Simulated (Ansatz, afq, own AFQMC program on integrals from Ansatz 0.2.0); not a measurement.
# SiH5O, doublet in cc-pVDZ, levels against CCSDT(Q)

```tsv
atom	x (Å)	y (Å)	z (Å)
Si	-0.9855	0.0193	0.0000
H	-1.4803	1.4190	0.0000
H	-1.4803	-0.6806	1.2122
H	-1.4803	-0.6806	-1.2122
H	0.7436	0.0193	0.0000
O	1.8316	0.0193	0.0000
H	2.0834	-0.9207	0.0000
```

Basis cc-pVDZ. Only valence electrons are correlated. Integrals, coupled cluster, full CI and functionals: Ansatz 0.2.0; the random walks run on the same integrals in our own AFQMC program. The CISD trial takes its coefficients from CCSD amplitudes. Released means that phaseless walkers are propagated on without the constraint, phases kept. Error bars are statistical, one sigma.

Determinant: UHF, the one that the program's search chose, which needn't be the lowest solution. The geometry is a point of a scan.

No full CI on the walks' own integrals is used here; CCSDT(Q) serves as the reference and is uncertain by about the last step of the cluster series.

```
T1 diagnostic                               : 0.0144
weight of the determinant in the CISD state : 0.873
⟨S²⟩ of the determinant                     : 0.770
size of the correlated space                : 15 electrons in 51 orbitals
```

```
  level  correlation energy (eV)
    MP2                  -8.3892
   CCSD                  -9.3845
CCSD(T)                  -9.5734
```

(1) Estimate where AFQMC with the constraint released lies against CCSD(T) on the same integrals.

(1) 41.1 ± 6.4 meV below CCSD(T).

Reference: CCSDT(Q), correlation energy -9.618 eV. The released energy is read at 1.50 1/Eh (meV from the phaseless value at times in 1/Eh: 0 ± 5 at 0.24, -6 ± 4 at 0.51, -3 ± 5 at 0.99, -2 ± 6 at 1.50).

```
         level  E − E(reference) (meV)  share of correlation (%)
       CCSD(T)                    44.3                     99.54
         CCSDT                    19.4                     99.80
 ph-AFQMC/CISD               5.2 ± 5.0                     99.95
released AFQMC               3.2 ± 6.4                     99.97
```

A walk keeps the symmetry of its determinant, which the program's search chose and which needn't be the lowest solution, so a lower state of the same spin and another symmetry isn't excluded. Released energies are given only where the last usable release times agree within the noise; a slower fall can still hide under it.
